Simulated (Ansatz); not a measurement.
## Extrapolating MP2 to the basis-set limit: singlet BN

BN has 2 atoms, charge 0, and is taken as a singlet. As SMILES of the parent species, `B#N`. Geometry: relaxed at PBE0-D4/def2-TZVP. That shape belongs to the parent species and isn't relaxed for this state.

```xyz
2

B     0.0000    0.0000   -0.0235
N     0.0000    0.0000    1.2919
```

MP2 energies, 2 core orbitals frozen (Ansatz 0.2.0):

```
  basis  X  functions  Hartree–Fock (Eh)  correlation (Eh)
cc-pVDZ  2         28         -78.890536         -0.240746
cc-pVTZ  3         60         -78.908099         -0.284285
```

The correlation energy converges as X⁻³, the Hartree–Fock energy about exponentially.

Question: Extrapolate to the complete basis.

Answer: 
1. Correlation: E(∞) = (3³ E(3) − 2³ E(2))/(3³ − 2³) = (27 × (-0.284285) − 8 × (-0.240746))/19 = -0.302617 Eh.
2. Hartree–Fock: take the larger basis, -78.908099 Eh; it moved by -17.56 mEh in the last step.
3. Total: -78.908099 + (-0.302617) = -79.210716 Eh.
4. cc-pVTZ holds 93.9 % of the extrapolated correlation energy, cc-pVDZ 79.6 %.

This is an estimate of the method's limit, not an exact energy. Double-zeta sets lie outside the range where X⁻³ holds well, so a D–T extrapolation is rough.
